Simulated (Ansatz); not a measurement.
**AlPH (quartet): B3LYP, BHLYP over a scan of the distance Al1–H3, 6-31G, part 1 of 2**

Aim: run AlPH (quartet) with these functionals over a scan of the distance Al1–H3, and hold them against the top wave-function level at the same points.

Computed with Ansatz 0.2.0, Gaussian basis. Level: 6-31G, all electrons in the functionals.

Plan: B3LYP, BHLYP, at 1.261 Å; 1.459 Å; 1.614 Å; 1.739 Å; 1.922 Å; 2.221 Å; 2.639 Å; 2.942 Å; 3.465 Å; 4.407 Å; 5.425 Å.

18 further runs of the same task are left out: 14 that didn't finish, 4 set aside as unsound or not needed.

### Step 1. The geometry

The geometry derives from a PBE0/def2-TZVP stationary point (not a proven minimum). One bond is set to the value named and the two fragments are kept rigid.

3 atoms, charge 0, spin multiplicity 4.

Atoms are counted from 1 here; the program's logs count them from 0.

Bond lengths: Al1–P2 2.386 Å, Al1–H3 1.614 Å. Angles: P2–Al1–H3 114.3°.

No dispersion term is added. B3LYP takes the VWN-RPA correlation.

The geometry shown and the zero of energy belong to the point 1.614 Å. The yardstick, FCI, and other wave-function levels (R restricted, U unrestricted, valence and pair active spaces) come from earlier runs.

### Step 2. B3LYP, 1.261 Å

in.yaml reads:

```yaml
crystal:
  periodic: [false, false, false]
  atoms:
    - {symbol: Al, position_ang: [0.000000, -0.102375, 1.240559]}
    - {symbol: P, position_ang: [0.000000, 0.056330, -1.140390]}
    - {symbol: H, position_ang: [0.000000, 1.009496, 1.835423]}
basis:
  gaussian: {orbitals: 6-31G}
magnetization: {spin_polarized: true, initial_magnetization: 3}
hamiltonian: {xc: {name: B3LYP}}
```

Run with:

```bash
$ ansatz run in.yaml --threads 1 --pin off --events-out ev --progress --plain --max-ram 2393MiB
```

What it wrote:

```text
Functional definition: B3LYP
  name "B3LYP"
  cite "Stephens, Devlin, Chabalowski & Frisch, J. Phys. Chem. 98, 11623 (1994) doi:10.1021/j100096a001"
  cite "Becke, Phys. Rev. A 38, 3098 (1988) doi:10.1103/PhysRevA.38.3098"
  cite "Lee, Yang & Parr, Phys. Rev. B 37, 785 (1988) doi:10.1103/PhysRevB.37.785"
  cite "Vosko, Wilk & Nusair, Can. J. Phys. 58, 1200 (1980) doi:10.1139/p80-159"
  parameter a0 = 0.2
  parameter ax = 0.72
  parameter ac = 0.81
  exchange = (1 - a0 - ax)*slater_x + ax*b88_x + a0*exact_x
  correlation = (1 - ac)*vwn_rpa_c + ac*lyp_c
310 factors; integrals over basis functions are off by at most 1.6e-4 eV
mean field evaluation 1: about -15896.6721 eV, gradient 7.4e0 eV
mean field evaluation 2: about -15896.9835 eV, gradient 4.3e0 eV
mean field evaluation 4: about -15897.1589 eV, gradient 1.5e-1 eV
mean field evaluation 8: about -15897.1765 eV, gradient 1.5e-2 eV
mean field evaluation 16: about -15897.1765 eV, gradient 3.9e-5 eV
mean field -15897.17648041 eV, -584.2104601619 hartree, gradient 3.9e-5 eV, S^2 3.752878; 1 other end points of the search recorded, 0 dependent functions left out
reference -15897.17668454 eV, -584.2104676635 hartree; 16, 13 occupied and 12, 15 virtual orbitals, 310 factors
Total energy: -15897.17668454 eV, -584.2104676635 hartree
```

It took 0.9 s on 1 thread of Arm Neoverse V2, shared host.

From the report: ⟨S²⟩ of the determinant 3.753 (pure quartet: 3.75).

### Step 3. B3LYP, 1.459 Å

in.yaml reads:

```yaml
crystal:
  periodic: [false, false, false]
  atoms:
    - {symbol: Al, position_ang: [0.000000, -0.105360, 1.238962]}
    - {symbol: P, position_ang: [0.000000, 0.053345, -1.141987]}
    - {symbol: H, position_ang: [0.000000, 1.181096, 1.927230]}
basis:
  gaussian: {orbitals: 6-31G}
magnetization: {spin_polarized: true, initial_magnetization: 3}
hamiltonian: {xc: {name: B3LYP}}
```

Same command.

What it wrote, shortened:

```text
Functional definition: B3LYP
  name "B3LYP"
  cite "Stephens, Devlin, Chabalowski & Frisch, J. Phys. Chem. 98, 11623 (1994) doi:10.1021/j100096a001"
  cite "Becke, Phys. Rev. A 38, 3098 (1988) doi:10.1103/PhysRevA.38.3098"
  cite "Lee, Yang & Parr, Phys. Rev. B 37, 785 (1988) doi:10.1103/PhysRevB.37.785"
  cite "Vosko, Wilk & Nusair, Can. J. Phys. 58, 1200 (1980) doi:10.1139/p80-159"
[...]
310 factors; integrals over basis functions are off by at most 1.4e-4 eV
[...]
mean field -15898.28892477 eV, -584.2513417379 hartree, gradient 5.0e-5 eV, S^2 3.753396; 0 other end points of the search recorded, 0 dependent functions left out
reference -15898.28913105 eV, -584.2513493188 hartree; 16, 13 occupied and 12, 15 virtual orbitals, 310 factors
Total energy: -15898.28913105 eV, -584.2513493188 hartree
```

Run time: 0.87 s. Hardware: 1 thread of Arm Neoverse V2, shared host.

From the report: ⟨S²⟩ of the determinant 3.753 (pure quartet: 3.75).

### Step 4. B3LYP, 1.614 Å

in.yaml reads:

```yaml
crystal:
  periodic: [false, false, false]
  atoms:
    - {symbol: Al, position_ang: [0.000000, -0.107696, 1.237712]}
    - {symbol: P, position_ang: [0.000000, 0.051009, -1.143237]}
    - {symbol: H, position_ang: [0.000000, 1.315423, 1.999097]}
basis:
  gaussian: {orbitals: 6-31G}
magnetization: {spin_polarized: true, initial_magnetization: 3}
hamiltonian: {xc: {name: B3LYP}}
```

Launched as before.

What it wrote, shortened:

```text
Functional definition: B3LYP
  name "B3LYP"
  cite "Stephens, Devlin, Chabalowski & Frisch, J. Phys. Chem. 98, 11623 (1994) doi:10.1021/j100096a001"
  cite "Becke, Phys. Rev. A 38, 3098 (1988) doi:10.1103/PhysRevA.38.3098"
  cite "Lee, Yang & Parr, Phys. Rev. B 37, 785 (1988) doi:10.1103/PhysRevB.37.785"
  cite "Vosko, Wilk & Nusair, Can. J. Phys. 58, 1200 (1980) doi:10.1139/p80-159"
[...]
310 factors; integrals over basis functions are off by at most 1.5e-4 eV
[...]
mean field -15898.51516852 eV, -584.2596560424 hartree, gradient 4.7e-5 eV, S^2 3.753952; 1 other end points of the search recorded, 0 dependent functions left out
reference -15898.51537594 eV, -584.2596636652 hartree; 16, 13 occupied and 12, 15 virtual orbitals, 310 factors
Total energy: -15898.51537594 eV, -584.2596636652 hartree
```

Wall time 0.9 s (1 thread of Arm Neoverse V2, shared host).

From the report: ⟨S²⟩ of the determinant 3.754 (pure quartet: 3.75).

### Step 5. B3LYP, 1.739 Å

in.yaml reads:

```yaml
crystal:
  periodic: [false, false, false]
  atoms:
    - {symbol: Al, position_ang: [0.000000, -0.109580, 1.236704]}
    - {symbol: P, position_ang: [0.000000, 0.049125, -1.144245]}
    - {symbol: H, position_ang: [0.000000, 1.423762, 2.057060]}
basis:
  gaussian: {orbitals: 6-31G}
magnetization: {spin_polarized: true, initial_magnetization: 3}
hamiltonian: {xc: {name: B3LYP}}
```

The command is unchanged.

What it wrote, shortened:

```text
Functional definition: B3LYP
  name "B3LYP"
  cite "Stephens, Devlin, Chabalowski & Frisch, J. Phys. Chem. 98, 11623 (1994) doi:10.1021/j100096a001"
  cite "Becke, Phys. Rev. A 38, 3098 (1988) doi:10.1103/PhysRevA.38.3098"
  cite "Lee, Yang & Parr, Phys. Rev. B 37, 785 (1988) doi:10.1103/PhysRevB.37.785"
  cite "Vosko, Wilk & Nusair, Can. J. Phys. 58, 1200 (1980) doi:10.1139/p80-159"
[...]
310 factors; integrals over basis functions are off by at most 1.5e-4 eV
[...]
mean field -15898.47860905 eV, -584.2583125068 hartree, gradient 4.0e-5 eV, S^2 3.754628; 1 other end points of the search recorded, 0 dependent functions left out
reference -15898.47881692 eV, -584.2583201459 hartree; 16, 13 occupied and 12, 15 virtual orbitals, 310 factors
Total energy: -15898.47881692 eV, -584.2583201459 hartree
```

Run time: 0.9 s. Hardware: 1 thread of Arm Neoverse V2, shared host.

From the report: ⟨S²⟩ of the determinant 3.755 (pure quartet: 3.75).

From 1.614 Å: +0.8 kcal/mol.

### Step 6. B3LYP, 1.922 Å

in.yaml reads:

```yaml
crystal:
  periodic: [false, false, false]
  atoms:
    - {symbol: Al, position_ang: [0.000000, -0.112339, 1.235228]}
    - {symbol: P, position_ang: [0.000000, 0.046366, -1.145721]}
    - {symbol: H, position_ang: [0.000000, 1.582361, 2.141912]}
basis:
  gaussian: {orbitals: 6-31G}
magnetization: {spin_polarized: true, initial_magnetization: 3}
hamiltonian: {xc: {name: B3LYP}}
```

The command is unchanged.

What it wrote, shortened:

```text
Functional definition: B3LYP
  name "B3LYP"
  cite "Stephens, Devlin, Chabalowski & Frisch, J. Phys. Chem. 98, 11623 (1994) doi:10.1021/j100096a001"
  cite "Becke, Phys. Rev. A 38, 3098 (1988) doi:10.1103/PhysRevA.38.3098"
  cite "Lee, Yang & Parr, Phys. Rev. B 37, 785 (1988) doi:10.1103/PhysRevB.37.785"
  cite "Vosko, Wilk & Nusair, Can. J. Phys. 58, 1200 (1980) doi:10.1139/p80-159"
[...]
310 factors; integrals over basis functions are off by at most 1.4e-4 eV
[...]
mean field -15898.24108018 eV, -584.2495834817 hartree, gradient 2.7e-5 eV, S^2 3.756592; 0 other end points of the search recorded, 0 dependent functions left out
reference -15898.24128928 eV, -584.2495911659 hartree; 16, 13 occupied and 12, 15 virtual orbitals, 310 factors
Total energy: -15898.24128928 eV, -584.2495911659 hartree
```

Run time: 0.9 s. Hardware: 1 thread of Arm Neoverse V2, shared host.

From the report: ⟨S²⟩ of the determinant 3.757 (pure quartet: 3.75).

From 1.614 Å: +6.3 kcal/mol.

### Step 7. B3LYP, 2.221 Å

in.yaml reads:

```yaml
crystal:
  periodic: [false, false, false]
  atoms:
    - {symbol: Al, position_ang: [0.000000, -0.116845, 1.232817]}
    - {symbol: P, position_ang: [0.000000, 0.041860, -1.148132]}
    - {symbol: H, position_ang: [0.000000, 1.841494, 2.280551]}
basis:
  gaussian: {orbitals: 6-31G}
magnetization: {spin_polarized: true, initial_magnetization: 3}
hamiltonian: {xc: {name: B3LYP}}
```

Launched as before.

What it wrote, shortened:

```text
Functional definition: B3LYP
  name "B3LYP"
  cite "Stephens, Devlin, Chabalowski & Frisch, J. Phys. Chem. 98, 11623 (1994) doi:10.1021/j100096a001"
  cite "Becke, Phys. Rev. A 38, 3098 (1988) doi:10.1103/PhysRevA.38.3098"
  cite "Lee, Yang & Parr, Phys. Rev. B 37, 785 (1988) doi:10.1103/PhysRevB.37.785"
  cite "Vosko, Wilk & Nusair, Can. J. Phys. 58, 1200 (1980) doi:10.1139/p80-159"
[...]
310 factors; integrals over basis functions are off by at most 1.3e-4 eV
[...]
mean field -15897.69186610 eV, -584.2294002365 hartree, gradient 1.4e-5 eV, S^2 3.768355; 4 other end points of the search recorded, 0 dependent functions left out
reference -15897.69207607 eV, -584.2294079527 hartree; 16, 13 occupied and 12, 15 virtual orbitals, 310 factors
Total energy: -15897.69207607 eV, -584.2294079527 hartree
```

It took 1.1 s on 1 thread of Arm Neoverse V2, shared host.

From the report: ⟨S²⟩ of the determinant 3.768 (pure quartet: 3.75).

From 1.614 Å: +19.0 kcal/mol.

### Step 8. B3LYP, 2.639 Å

in.yaml reads:

```yaml
crystal:
  periodic: [false, false, false]
  atoms:
    - {symbol: Al, position_ang: [0.000000, -0.123146, 1.229446]}
    - {symbol: P, position_ang: [0.000000, 0.035559, -1.151503]}
    - {symbol: H, position_ang: [0.000000, 2.203760, 2.474368]}
basis:
  gaussian: {orbitals: 6-31G}
magnetization: {spin_polarized: true, initial_magnetization: 3}
hamiltonian: {xc: {name: B3LYP}}
```

Launched as before.

What it wrote, shortened:

```text
Functional definition: B3LYP
  name "B3LYP"
  cite "Stephens, Devlin, Chabalowski & Frisch, J. Phys. Chem. 98, 11623 (1994) doi:10.1021/j100096a001"
  cite "Becke, Phys. Rev. A 38, 3098 (1988) doi:10.1103/PhysRevA.38.3098"
  cite "Lee, Yang & Parr, Phys. Rev. B 37, 785 (1988) doi:10.1103/PhysRevB.37.785"
  cite "Vosko, Wilk & Nusair, Can. J. Phys. 58, 1200 (1980) doi:10.1139/p80-159"
[...]
310 factors; integrals over basis functions are off by at most 1.7e-4 eV
[...]
mean field -15897.05634725 eV, -584.2060453497 hartree, gradient 1.6e-5 eV, S^2 3.810293; 7 other end points of the search recorded, 0 dependent functions left out
reference -15897.05656272 eV, -584.2060532681 hartree; 16, 13 occupied and 12, 15 virtual orbitals, 310 factors
Total energy: -15897.05656272 eV, -584.2060532681 hartree
```

Run time: 3 s. Hardware: 1 thread of Arm Neoverse V2, shared host.

From the report: ⟨S²⟩ of the determinant 3.810 (pure quartet: 3.75).

From 1.614 Å: +33.6 kcal/mol.

### Step 9. B3LYP, 2.942 Å

in.yaml reads:

```yaml
crystal:
  periodic: [false, false, false]
  atoms:
    - {symbol: Al, position_ang: [0.000000, -0.127713, 1.227003]}
    - {symbol: P, position_ang: [0.000000, 0.030992, -1.153946]}
    - {symbol: H, position_ang: [0.000000, 2.466360, 2.614862]}
basis:
  gaussian: {orbitals: 6-31G}
magnetization: {spin_polarized: true, initial_magnetization: 3}
hamiltonian: {xc: {name: B3LYP}}
```

The command is unchanged.

What it wrote, shortened:

```text
Functional definition: B3LYP
  name "B3LYP"
  cite "Stephens, Devlin, Chabalowski & Frisch, J. Phys. Chem. 98, 11623 (1994) doi:10.1021/j100096a001"
  cite "Becke, Phys. Rev. A 38, 3098 (1988) doi:10.1103/PhysRevA.38.3098"
  cite "Lee, Yang & Parr, Phys. Rev. B 37, 785 (1988) doi:10.1103/PhysRevB.37.785"
  cite "Vosko, Wilk & Nusair, Can. J. Phys. 58, 1200 (1980) doi:10.1139/p80-159"
[...]
310 factors; integrals over basis functions are off by at most 2.0e-4 eV
[...]
mean field -15896.79981581 eV, -584.1966179930 hartree, gradient 1.3e-5 eV, S^2 3.819678; 7 other end points of the search recorded, 0 dependent functions left out
reference -15896.80003384 eV, -584.1966260054 hartree; 16, 13 occupied and 12, 15 virtual orbitals, 310 factors
Total energy: -15896.80003384 eV, -584.1966260054 hartree
```

Wall time 3.5 s (1 thread of Arm Neoverse V2, shared host).

From the report: ⟨S²⟩ of the determinant 3.820 (pure quartet: 3.75).

From 1.614 Å: +39.6 kcal/mol.

### Step 10. B3LYP, 3.465 Å

in.yaml reads:

```yaml
crystal:
  periodic: [false, false, false]
  atoms:
    - {symbol: Al, position_ang: [0.000000, -0.135596, 1.222785]}
    - {symbol: P, position_ang: [0.000000, 0.023109, -1.158164]}
    - {symbol: H, position_ang: [0.000000, 2.919626, 2.857364]}
basis:
  gaussian: {orbitals: 6-31G}
magnetization: {spin_polarized: true, initial_magnetization: 3}
hamiltonian: {xc: {name: B3LYP}}
```

Launched as before.

What it wrote, shortened:

```text
Functional definition: B3LYP
  name "B3LYP"
  cite "Stephens, Devlin, Chabalowski & Frisch, J. Phys. Chem. 98, 11623 (1994) doi:10.1021/j100096a001"
  cite "Becke, Phys. Rev. A 38, 3098 (1988) doi:10.1103/PhysRevA.38.3098"
  cite "Lee, Yang & Parr, Phys. Rev. B 37, 785 (1988) doi:10.1103/PhysRevB.37.785"
  cite "Vosko, Wilk & Nusair, Can. J. Phys. 58, 1200 (1980) doi:10.1139/p80-159"
[...]
311 factors; integrals over basis functions are off by at most 2.0e-4 eV
[...]
mean field -15896.60799968 eV, -584.1895688804 hartree, gradient 1.8e-6 eV, S^2 3.803239; 8 other end points of the search recorded, 0 dependent functions left out
reference -15896.60822452 eV, -584.1895771430 hartree; 16, 13 occupied and 12, 15 virtual orbitals, 311 factors
Total energy: -15896.60822452 eV, -584.1895771430 hartree
```

Wall time 3.9 s (1 thread of Arm Neoverse V2, shared host).

From the report: ⟨S²⟩ of the determinant 3.803 (pure quartet: 3.75).

From 1.614 Å: +44.0 kcal/mol.

### Step 11. B3LYP, 4.407 Å

in.yaml reads:

```yaml
crystal:
  periodic: [false, false, false]
  atoms:
    - {symbol: Al, position_ang: [0.000000, -0.149794, 1.215189]}
    - {symbol: P, position_ang: [0.000000, 0.008911, -1.165760]}
    - {symbol: H, position_ang: [0.000000, 3.736024, 3.294146]}
basis:
  gaussian: {orbitals: 6-31G}
magnetization: {spin_polarized: true, initial_magnetization: 3}
hamiltonian: {xc: {name: B3LYP}}
```

Same command.

What it wrote, shortened:

```text
Functional definition: B3LYP
  name "B3LYP"
  cite "Stephens, Devlin, Chabalowski & Frisch, J. Phys. Chem. 98, 11623 (1994) doi:10.1021/j100096a001"
  cite "Becke, Phys. Rev. A 38, 3098 (1988) doi:10.1103/PhysRevA.38.3098"
  cite "Lee, Yang & Parr, Phys. Rev. B 37, 785 (1988) doi:10.1103/PhysRevB.37.785"
  cite "Vosko, Wilk & Nusair, Can. J. Phys. 58, 1200 (1980) doi:10.1139/p80-159"
[...]
311 factors; integrals over basis functions are off by at most 1.1e-4 eV
[...]
mean field -15896.53653876 eV, -584.1869427398 hartree, gradient 2.1e-6 eV, S^2 3.784596; 10 other end points of the search recorded, 0 dependent functions left out
reference -15896.53677375 eV, -584.1869513757 hartree; 16, 13 occupied and 12, 15 virtual orbitals, 311 factors
Total energy: -15896.53677375 eV, -584.1869513757 hartree
```

It took 7 s on 1 thread of Arm Neoverse V2, shared host.

From the report: ⟨S²⟩ of the determinant 3.785 (pure quartet: 3.75).

From 1.614 Å: +45.6 kcal/mol.

### Step 12. B3LYP, 5.425 Å

in.yaml reads:

```yaml
crystal:
  periodic: [false, false, false]
  atoms:
    - {symbol: Al, position_ang: [0.000000, -0.165138, 1.206980]}
    - {symbol: P, position_ang: [0.000000, -0.006433, -1.173969]}
    - {symbol: H, position_ang: [0.000000, 4.618289, 3.766168]}
basis:
  gaussian: {orbitals: 6-31G}
magnetization: {spin_polarized: true, initial_magnetization: 3}
hamiltonian: {xc: {name: B3LYP}}
```

The command is unchanged.

What it wrote, shortened:

```text
Functional definition: B3LYP
  name "B3LYP"
  cite "Stephens, Devlin, Chabalowski & Frisch, J. Phys. Chem. 98, 11623 (1994) doi:10.1021/j100096a001"
  cite "Becke, Phys. Rev. A 38, 3098 (1988) doi:10.1103/PhysRevA.38.3098"
  cite "Lee, Yang & Parr, Phys. Rev. B 37, 785 (1988) doi:10.1103/PhysRevB.37.785"
  cite "Vosko, Wilk & Nusair, Can. J. Phys. 58, 1200 (1980) doi:10.1139/p80-159"
[...]
310 factors; integrals over basis functions are off by at most 2.1e-4 eV
[...]
mean field -15896.52529845 eV, -584.1865296662 hartree, gradient 2.2e-6 eV, S^2 3.781286; 9 other end points of the search recorded, 0 dependent functions left out
reference -15896.52556776 eV, -584.1865395632 hartree; 16, 13 occupied and 12, 15 virtual orbitals, 310 factors
Total energy: -15896.52556776 eV, -584.1865395632 hartree
```

It took 11 s on 1 thread of Arm Neoverse V2, shared host.

From the report: ⟨S²⟩ of the determinant 3.781 (pure quartet: 3.75).

From 1.614 Å: +45.9 kcal/mol.

### Step 13. BHLYP, 1.261 Å

in.yaml reads:

```yaml
crystal:
  periodic: [false, false, false]
  atoms:
    - {symbol: Al, position_ang: [0.000000, -0.102375, 1.240559]}
    - {symbol: P, position_ang: [0.000000, 0.056330, -1.140390]}
    - {symbol: H, position_ang: [0.000000, 1.009496, 1.835423]}
basis:
  gaussian: {orbitals: 6-31G}
magnetization: {spin_polarized: true, initial_magnetization: 3}
hamiltonian: {xc: {name: BHLYP}}
```

Launched as before.

What it wrote:

```text
Functional definition: BHLYP
  name "BHLYP"
  cite "Becke, J. Chem. Phys. 98, 1372 (1993) doi:10.1063/1.464304"
  cite "Becke, Phys. Rev. A 38, 3098 (1988) doi:10.1103/PhysRevA.38.3098"
  cite "Lee, Yang & Parr, Phys. Rev. B 37, 785 (1988) doi:10.1103/PhysRevB.37.785"
  parameter a = 0.5
  exchange = (1 - a)*b88_x + a*exact_x
  correlation = lyp_c
310 factors; integrals over basis functions are off by at most 1.6e-4 eV
mean field evaluation 1: about -15895.8524 eV, gradient 5.1e0 eV
mean field evaluation 2: about -15896.1213 eV, gradient 1.6e0 eV
mean field evaluation 4: about -15896.1552 eV, gradient 6.6e-1 eV
mean field evaluation 8: about -15896.2124 eV, gradient 7.9e-2 eV
mean field evaluation 16: about -15896.2129 eV, gradient 5.6e-4 eV
mean field -15896.21287765 eV, -584.1750484135 hartree, gradient 5.1e-5 eV, S^2 3.755218; 1 other end points of the search recorded, 0 dependent functions left out
reference -15896.21301529 eV, -584.1750534718 hartree; 16, 13 occupied and 12, 15 virtual orbitals, 310 factors
Total energy: -15896.21301529 eV, -584.1750534718 hartree
```

Wall time 1.1 s (1 thread of Arm Neoverse V2, shared host).

From the report: ⟨S²⟩ of the determinant 3.755 (pure quartet: 3.75).

### Step 14. BHLYP, 1.459 Å

in.yaml reads:

```yaml
crystal:
  periodic: [false, false, false]
  atoms:
    - {symbol: Al, position_ang: [0.000000, -0.105360, 1.238962]}
    - {symbol: P, position_ang: [0.000000, 0.053345, -1.141987]}
    - {symbol: H, position_ang: [0.000000, 1.181096, 1.927230]}
basis:
  gaussian: {orbitals: 6-31G}
magnetization: {spin_polarized: true, initial_magnetization: 3}
hamiltonian: {xc: {name: BHLYP}}
```

Launched as before.

What it wrote:

```text
Functional definition: BHLYP
  name "BHLYP"
  cite "Becke, J. Chem. Phys. 98, 1372 (1993) doi:10.1063/1.464304"
  cite "Becke, Phys. Rev. A 38, 3098 (1988) doi:10.1103/PhysRevA.38.3098"
  cite "Lee, Yang & Parr, Phys. Rev. B 37, 785 (1988) doi:10.1103/PhysRevB.37.785"
  parameter a = 0.5
  exchange = (1 - a)*b88_x + a*exact_x
  correlation = lyp_c
310 factors; integrals over basis functions are off by at most 1.4e-4 eV
mean field evaluation 1: about -15896.9705 eV, gradient 4.9e0 eV
mean field evaluation 2: about -15897.2543 eV, gradient 1.7e0 eV
mean field evaluation 4: about -15897.3052 eV, gradient 2.1e-1 eV
mean field evaluation 8: about -15897.3079 eV, gradient 1.3e-2 eV
mean field evaluation 16: about -15896.4182 eV, gradient 2.9e0 eV
mean field -15897.30792919 eV, -584.2152908155 hartree, gradient 2.2e-5 eV, S^2 3.756283; 1 other end points of the search recorded, 0 dependent functions left out
reference -15897.30806844 eV, -584.2152959326 hartree; 16, 13 occupied and 12, 15 virtual orbitals, 310 factors
Total energy: -15897.30806844 eV, -584.2152959326 hartree
```

Wall time 0.75 s (1 thread of Arm Neoverse V2, shared host).

From the report: ⟨S²⟩ of the determinant 3.756 (pure quartet: 3.75).

### Step 15. BHLYP, 1.614 Å

in.yaml reads:

```yaml
crystal:
  periodic: [false, false, false]
  atoms:
    - {symbol: Al, position_ang: [0.000000, -0.107696, 1.237712]}
    - {symbol: P, position_ang: [0.000000, 0.051009, -1.143237]}
    - {symbol: H, position_ang: [0.000000, 1.315423, 1.999097]}
basis:
  gaussian: {orbitals: 6-31G}
magnetization: {spin_polarized: true, initial_magnetization: 3}
hamiltonian: {xc: {name: BHLYP}}
```

Same command.

What it wrote:

```text
Functional definition: BHLYP
  name "BHLYP"
  cite "Becke, J. Chem. Phys. 98, 1372 (1993) doi:10.1063/1.464304"
  cite "Becke, Phys. Rev. A 38, 3098 (1988) doi:10.1103/PhysRevA.38.3098"
  cite "Lee, Yang & Parr, Phys. Rev. B 37, 785 (1988) doi:10.1103/PhysRevB.37.785"
  parameter a = 0.5
  exchange = (1 - a)*b88_x + a*exact_x
  correlation = lyp_c
310 factors; integrals over basis functions are off by at most 1.5e-4 eV
mean field evaluation 1: about -15897.1443 eV, gradient 5.0e0 eV
mean field evaluation 2: about -15897.4504 eV, gradient 1.9e0 eV
mean field evaluation 4: about -15897.5094 eV, gradient 2.3e-1 eV
mean field evaluation 8: about -15897.5124 eV, gradient 1.3e-2 eV
mean field evaluation 16: about -15896.5948 eV, gradient 2.9e0 eV
mean field -15897.51241156 eV, -584.2228054040 hartree, gradient 6.3e-5 eV, S^2 3.757469; 1 other end points of the search recorded, 0 dependent functions left out
reference -15897.51255162 eV, -584.2228105509 hartree; 16, 13 occupied and 12, 15 virtual orbitals, 310 factors
Total energy: -15897.51255162 eV, -584.2228105509 hartree
```

Run time: 0.75 s. Hardware: 1 thread of Arm Neoverse V2, shared host.

From the report: ⟨S²⟩ of the determinant 3.757 (pure quartet: 3.75).

(Continued in part 2 of 2.)
